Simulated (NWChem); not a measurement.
System: propane (C₃H₈); SMILES CCC

The following NWChem deck was run.

```
start job
memory heap 200 mb stack 900 mb global 1100 mb
geometry units angstroms noautosym nocenter noautoz
  C     -1.271095     0.000000     0.257139
  C      0.000000     0.000000    -0.578926
  C      1.271095     0.000000     0.257139
  H     -2.173992     0.000000    -0.372814
  H     -1.321209    -0.887508     0.909034
  H     -1.321209     0.887508     0.909034
  H      0.000000     0.879152    -1.246577
  H      0.000000    -0.879152    -1.246577
  H      2.173992     0.000000    -0.372814
  H      1.321209     0.887508     0.909034
  H      1.321209    -0.887508     0.909034
end
basis spherical
  * library def2-svp
end
dft
  xc xpbe96 cpbe96
  iterations 150
end
cosmo
  do_cosmo_smd true
  solvent meg
end
task dft energy
```

Parts of the log:

```
             Northwest Computational Chemistry Package (NWChem) 7.3.0
             --------------------------------------------------------

                             Geometry "geometry" -> ""
                             -------------------------

 Output coordinates in angstroms (scale by  1.889725989 to convert to a.u.)

  No.       Tag          Charge          X              Y              Z
 ---- ---------------- ---------- -------------- -------------- --------------
    1 C                    6.0000    -1.27109500     0.00000000     0.25713900
    2 C                    6.0000     0.00000000     0.00000000    -0.57892600
    3 C                    6.0000     1.27109500     0.00000000     0.25713900
    4 H                    1.0000    -2.17399200     0.00000000    -0.37281400
    5 H                    1.0000    -1.32120900    -0.88750800     0.90903400
    6 H                    1.0000    -1.32120900     0.88750800     0.90903400
    7 H                    1.0000     0.00000000     0.87915200    -1.24657700
    8 H                    1.0000     0.00000000    -0.87915200    -1.24657700
    9 H                    1.0000     2.17399200     0.00000000    -0.37281400
   10 H                    1.0000     1.32120900     0.88750800     0.90903400
   11 H                    1.0000     1.32120900    -0.88750800     0.90903400

 Effective nuclear repulsion energy (a.u.)      82.3925873479

  pbe96 is a nonlocal functional; adding pw91lda local functional.

                                 NWChem DFT Module
                                 -----------------

 Summary of "ao basis" -> "ao basis" (spherical)
 ------------------------------------------------------------------------------
       Tag                 Description            Shells   Functions and Types
 ---------------- ------------------------------  ------  ---------------------
 C                          def2-svp                 6       14   3s2p1d
 H                          def2-svp                 3        5   2s1p

 in cosmo_initialize ...
 calling solv_data for solv:meg

 solvent parameters
 solvname_short: meg
 solvname_long:  1,2-ethanediol
 dielec:       40.2450
 dielecinf:     2.0501
 nonaqueous SMD model solvent descriptors
 dielec:       40.2450
 sola:          0.5800
 solb:          0.7800
 solc:          0.0000
 solg:         69.0700
 solh:          0.0000
 soln:          1.4318

[...]

                                COSMO-SMD solvation results
                                ---------------------------

             internal energy in gas <Psi(g)|H|Psi(g)> =      -118.869932429571
         internal energy in solvent <Psi(s)|H|Psi(s)> =      -118.869898612275
                               delta internal energy  =         0.000033817296 (    0.02 kcal/mol)
   total free energy in solvent <Psi(s)|H+V/2|Psi(s)> =      -118.870641805345
 polarization energy contribution <Psi(s)|V/2|Psi(s)> =        -0.000743193070 (   -0.47 kcal/mol)
    total free energy in solvent including G(SMD-CDS) =      -118.869003867107
                       G(SMD-CDS) energy contribution =         0.001637938238 (    1.03 kcal/mol)
     1 M fixed-concentration free energy of solvation =         0.000928562464 (    0.58 kcal/mol)

                       DFT Final Molecular Orbital Analysis
                       ------------------------------------

 Vector   11  Occ=2.000000D+00  E=-2.961671D-01
              MO Center=  1.9D-08, -1.6D-10, -7.7D-02, r^2= 3.1D+00
   Bfn.  Coefficient  Atom+Function         Bfn.  Coefficient  Atom+Function
  ----- ------------  ---------------      ----- ------------  ---------------
     4      0.332682   1 C  px               32      0.332682   3 C  px
    18     -0.311103   2 C  px               43     -0.256232   4 H  s
    68      0.256232   9 H  s                 7      0.153059   1 C  px
    35      0.153059   3 C  px               44     -0.147828   4 H  s
    69      0.147828   9 H  s                21     -0.096137   2 C  px

 Vector   12  Occ=2.000000D+00  E=-2.922091D-01
              MO Center= -1.8D-08,  2.5D-10, -1.2D-01, r^2= 2.8D+00
   Bfn.  Coefficient  Atom+Function         Bfn.  Coefficient  Atom+Function
  ----- ------------  ---------------      ----- ------------  ---------------
    20      0.333215   2 C  pz                6     -0.267712   1 C  pz
    34     -0.267712   3 C  pz               58     -0.185631   7 H  s
    63     -0.185631   8 H  s                23      0.146481   2 C  pz
    43      0.134767   4 H  s                48     -0.134279   5 H  s
    53     -0.134279   6 H  s                68      0.134767   9 H  s

 Vector   13  Occ=2.000000D+00  E=-2.792424D-01
              MO Center=  3.8D-09,  3.6D-10, -2.0D-01, r^2= 2.8D+00
   Bfn.  Coefficient  Atom+Function         Bfn.  Coefficient  Atom+Function
  ----- ------------  ---------------      ----- ------------  ---------------
    19      0.325755   2 C  py               58      0.271435   7 H  s
    63     -0.271435   8 H  s                 5     -0.201810   1 C  py
    33     -0.201810   3 C  py               48      0.181469   5 H  s
    53     -0.181469   6 H  s                73     -0.181469  10 H  s
    78      0.181469  11 H  s                59      0.160644   7 H  s

 Vector   14  Occ=0.000000D+00  E= 3.968625D-02
              MO Center= -3.2D-09,  1.4D-08, -7.9D-02, r^2= 6.7D+00
   Bfn.  Coefficient  Atom+Function         Bfn.  Coefficient  Atom+Function
  ----- ------------  ---------------      ----- ------------  ---------------
     3      1.243746   1 C  s                31      1.243746   3 C  s
    17      1.173618   2 C  s                59     -0.732874   7 H  s
    64     -0.732874   8 H  s                44     -0.664354   4 H  s
    69     -0.664354   9 H  s                49     -0.627181   5 H  s
    54     -0.627181   6 H  s                74     -0.627181  10 H  s

[...]
```

Level: PBE/def2-SVP, SMD on the gas-phase geometry. Geometry: optimised at PBE0/def2-SVP. Solvent: ethylene glycol.
